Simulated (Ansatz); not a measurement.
# CH4BN: basis-set convergence

An exercise on one series of results from a longer session: the logs are not shown, and one member is left open.

Program: Ansatz 0.2.0, Gaussian basis. Level of theory: one geometry, several basis sets. These are calculated values, not measurements.

Plan: PBE0-D4/def2-SVP; ωB97M-V/def2-SVP; PBE0-D4/def2-QZVPP; ωB97M-V/def2-QZVPP; the functionals' def2-TZVPP values are taken from earlier runs.

1 further run of the same task is left out (it didn't finish).

**Structure used throughout**

An earlier PBE0-D4 in a triple-zeta def2 set relaxation fixed the geometry.

7 atoms, charge 0, spin multiplicity 1.

Atoms are counted from 1 here; the program's logs count them from 0.

Bond lengths: B1–N2 1.351 Å, B1–H4 1.197 Å, B1–H5 1.197 Å, N2–C3 1.241 Å, C3–H6 1.094 Å, C3–H7 1.094 Å. Angles: N2–B1–H4 118.7°, N2–B1–H5 118.7°, H4–B1–H5 122.7°, B1–N2–C3 180.0°, N2–C3–H6 121.4°, N2–C3–H7 121.4°, H6–C3–H7 117.1°.

Geometry (Å):

```mol
CH4BN
  3D, bonds by distance, orders not assigned

  7  6  0  0  0  0  0  0  0  0999 V2000
   -1.1121    0.3760   -0.5464 B   0  0
    0.0503   -0.0239    0.0135 N   0  0
    1.1178   -0.3913    0.5277 C   0  0
   -1.5315   -0.2272   -1.4912 H   0  0
   -1.6805    1.3188   -0.0774 H   0  0
    1.1377   -1.1272    1.3366 H   0  0
    2.0795    0.0068    0.1915 H   0  0
  1  2  8  0
  2  3  8  0
  1  4  8  0
  1  5  8  0
  3  6  8  0
  3  7  8  0
M  END
```

Set-up of the first run:

in.yaml reads:

```yaml
crystal:
  periodic: [false, false, false]
  atoms:
    - {symbol: B, position_ang: [-1.112103, 0.375981, -0.546400]}
    - {symbol: N, position_ang: [0.050312, -0.023903, 0.013480]}
    - {symbol: C, position_ang: [1.117802, -0.391268, 0.527657]}
    - {symbol: H, position_ang: [-1.531526, -0.227172, -1.491159]}
    - {symbol: H, position_ang: [-1.680533, 1.318842, -0.077435]}
    - {symbol: H, position_ang: [1.137705, -1.127163, 1.336636]}
    - {symbol: H, position_ang: [2.079543, 0.006782, 0.191522]}
basis:
  gaussian: {orbitals: def2-SVP}
hamiltonian: {xc: pbe0, dispersion: d4}
output: {orbitals: {seedname: orbitals}}
```

Started as:

```
ansatz run in.yaml --threads 2 --pin off --events-out ev --progress --plain --max-ram 4352MiB
```

Steps of the session up to this table: PBE0-D4 in def2-SVP; ωB97M-V in def2-SVP; PBE0-D4 in def2-QZVPP; ωB97M-V in def2-QZVPP.

One table of the session follows, with a row left open; its other results are not shown here.

It belongs to the step «Density functionals: the series». 

```
functional       basis  HOMO (eV)
   PBE0-D4    def2-SVP      -7.89
   PBE0-D4  def2-TZVPP      -7.92
   PBE0-D4  def2-QZVPP      -7.92
   ωB97M-V    def2-SVP          ?
   ωB97M-V  def2-TZVPP     -10.24
   ωB97M-V  def2-QZVPP     -10.25
```

**Question.** Estimate the row for ωB97M-V, def2-SVP.

**Answer.** HOMO (eV): -10.20. In the column «HOMO (eV)» it lies between ωB97M-V, def2-TZVPP (-10.24) and PBE0-D4, def2-TZVPP (-7.92).
